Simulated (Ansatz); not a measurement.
## One element changed: atomization energies of O–CH₂, H2Si–O

Ansatz 0.2.0, functionals in def2-QZVPP, HF, MP2 and coupled cluster extrapolated from def2-TZVPP and def2-QZVPP (exp(−7.88 √X), X^−2.97); geometries are PBE0/def2-TZVP minima. Wave-function levels freeze the cores; HF, MP2 and coupled cluster are restricted for singlets and unrestricted otherwise, atoms included (their steps beyond CCSDT(Q) come from restricted open-shell runs), Kohn–Sham unrestricted where that lies lower. The best estimate adds to that CCSD(T) limit the step from CCSD(T) to the highest level run in a smaller set (CCSDT(Q)/cc-pVDZ, CCSDT(Q)/cc-pVTZ). It lacks core correlation, which semilocal and hybrid functionals hold and which counts in their errors here, (a few kJ/mol in atomization energies of light atoms) is good to about 1 kcal/mol where the step is under 0.06 eV, as here, and is no measured value. An error is the level's value less this estimate. Energies are electronic, without zero-point terms. No spin–orbit coupling and no scalar relativity. B2PLYP's MP2 part freezes the cores and isn't at its limit in this set. CCSD(T)'s error is that step with its sign reversed, by construction, and steps from double-zeta sets run high. The species are chosen: bound, without strong static correlation by their natural occupations or amplitudes, in their lowest spin state as far as vertical gaps and like structures tell, and with a ladder that closes on the reference, so errors are smaller than for species at large; levels whose determinant breaks symmetry or spin markedly are left out.

```json
{"species": "O–CH2, singlet", "bonds (Å)": "C–O 1.195, C–H 1.109, angles at C 116/122°", "quantity": "atomization", "symmetry of the states": "A1", "reference": "limit + step to CCSDT(Q)/cc-pVTZ", "value (kJ/mol)": "1562.6", "error CCSD(T)": "-0.8", "error PBE": "51.6", "error B3LYP": "1.0", "error wB97M-V": "4.3", "error B2PLYP": "0.9"}
{"species": "H2Si–O, singlet", "bonds (Å)": "O–Si 1.516, Si–H 1.486, angles at Si 112/124°", "quantity": "atomization", "symmetry of the states": "A1", "reference": "limit + step to CCSDT(Q)/cc-pVDZ", "value (kJ/mol)": "1278.7", "error CCSD(T)": "-3.9", "error PBE": "-1.5", "error B3LYP": "-17.3", "error wB97M-V": "-9.5", "error B2PLYP": "-6.8"}
```

The reference falls from C to Si, by 283.9 kJ/mol in all.
